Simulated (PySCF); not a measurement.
# `CC[C@]1(C)CO1`, C$_{5}$H$_{10}$O

Cartesian coordinates in Å; atom numbers follow the order of the lines, from 1:
```xyz
16

C     1.786   -0.080   -0.513
C     0.948   -0.412    0.713
C    -0.508   -0.020    0.586
C    -1.333   -0.784   -0.416
C    -0.913    1.335    0.978
O    -1.160    0.231    1.821
H     1.754    0.998   -0.738
H     2.839   -0.357   -0.359
H     1.435   -0.616   -1.408
H     1.349    0.095    1.604
H     0.999   -1.494    0.926
H    -1.294   -1.863   -0.198
H    -0.964   -0.632   -1.441
H    -2.383   -0.464   -0.372
H    -1.797    1.793    0.516
H    -0.155    2.047    1.332
```

Theory: quadratic response CAM-B3LYP/def2-TZVPD first hyperpolarisability, Taylor convention, gas phase in PySCF 2.14.0. Geometry: PBE0-D3(BJ)/def2-SVP.

Problem. Give the tensor of the second harmonic β(−2ω;ω,ω) at 1907 nm in the axes of these coordinates.

Solution. In au, Taylor convention; rows are the first index (the induced dipole):
|  | xx | yy | zz | xy | xz | yz |
| --- | --- | --- | --- | --- | --- | --- |
| x | -13.2 | -3.4 | -12.2 | -3.0 | +20.4 | -6.5 |
| y | -2.9 | +7.1 | +11.1 | -3.4 | -6.5 | +6.7 |
| z | +20.3 | +6.7 | +34.4 | -6.5 | -12.2 | +11.0 |

Norm of βᵢ = ⅓ Σⱼ (βᵢⱼⱼ + βⱼᵢⱼ + βⱼⱼᵢ): 69.5 au, hyper-Rayleigh value 27.2 au.
